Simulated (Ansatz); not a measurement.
## SiH2 (SMILES [H][Si][H]): methods side by side

The species is SiH2 (3 atoms), meant as a singlet with charge 0. As SMILES, `[H][Si][H]`. The shape is that of a GFN2-xTB optimisation.

```xyz
3

Si    0.0052   -0.0082   -0.6557
H     1.1102   -0.0200    0.3374
H    -1.1155    0.0282    0.3183
```

Quantity: the vertical electron affinity (to the doublet anion), in eV. The values are calculated.

The electron affinity is E(neutral) − E(anion): positive where the electron is bound.

```
           level                    kind  program  value (eV)  CPU time (all runs)
      HF/cc-pVDZ            Hartree–Fock   Ansatz        0.24               0.47 s
   SVWN5/cc-pVDZ                     LDA   Ansatz        0.85                1.4 s
  r2SCAN/cc-pVDZ                meta-GGA   Ansatz        1.01                5.5 s
   BHLYP/cc-pVDZ           global hybrid   Ansatz        0.62                2.3 s
   HSE06/cc-pVDZ  range-separated hybrid   Ansatz        0.86                3.4 s
  B2PLYP/cc-pVDZ           double hybrid   Ansatz        0.57                2.8 s
     MP2/cc-pVDZ     perturbation theory   Ansatz        0.47                0.5 s
    CCSD/cc-pVDZ   coupled cluster or CI   Ansatz        0.40               0.83 s
CCSDT(Q)/cc-pVDZ   coupled cluster or CI   Ansatz        0.41                4.3 s
       FCI/3-21G      exact in the basis   Ansatz        0.22                1.1 s
```

The values span 0.22 to 1.01 eV. High-level rows in very small sets aren't better than simpler rows in larger ones. Times are those of the runs behind each value, whatever else they computed, on shared processors of several kinds: orders of magnitude only.
